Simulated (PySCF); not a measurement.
## What builds the first ionisation energy along group 13

Calculated with PySCF 2.14 from differences of total energies of unrestricted determinants, without spin-orbit coupling. Each column adds one step, in eV (sums use unrounded values): valence MP2, valence CCSD, valence triples, then the next inner shell at CCSD(T) (B 1s, Al 2s 2p, Ga 3s 3p 3d, In 4s 4p 4d, Tl 5s 5p 5d). References (NIST) marked * lie between the lowest fine-structure levels; the others compare directly ((s) semi-empirical, (t) theoretical).

| element | UHF | + MP2 | + CCSD | + (T) | + inner shell | sum | reference |
| --- | --- | --- | --- | --- | --- | --- | --- |
| B [He] 2s2 2p1 → [He] 2s2 (ANO-RCC-VTZP, spin-free X2C) | 8.034 | 0.213 | -0.096 | 0.035 | 0.028 | 8.214 | 8.297 |
| Ga [Ar] 3d10 4s2 4p1 → [Ar] 3d10 4s2 (ANO-RCC-VTZP, spin-free X2C) | 5.521 | 0.156 | 0.062 | 0.015 | 0.023 | 5.776 | 5.931 |
| In [Kr] 4d10 5s2 5p1 → [Kr] 4d10 5s2 (ANO-RCC-VTZP, spin-free X2C) | 5.218 | 0.155 | 0.053 | 0.015 | 0.042 | 5.483 | 5.603 |
| Tl [Xe] 4f14 5d10 6s2 6p1 → [Xe] 4f14 5d10 6s2 (ANO-RCC-VTZP, spin-free X2C) | 4.995 | 0.163 | 0.046 | 0.011 | 0.107 | 5.321 | 5.464 |

**Question.** Estimate the missing row, Al [Ne] 3s2 3p1 → [Ne] 3s2 (ANO-RCC-VTZP, spin-free X2C).

**Answer.** The calculation gives UHF 5.590; + MP2 0.221; + CCSD 0.091; + (T) 0.028; + inner shell -0.018; sum 5.914. The reference value is 5.977.

What remains against the references is mostly basis incompleteness.

These are valence bases, so the inner-shell step is incomplete.
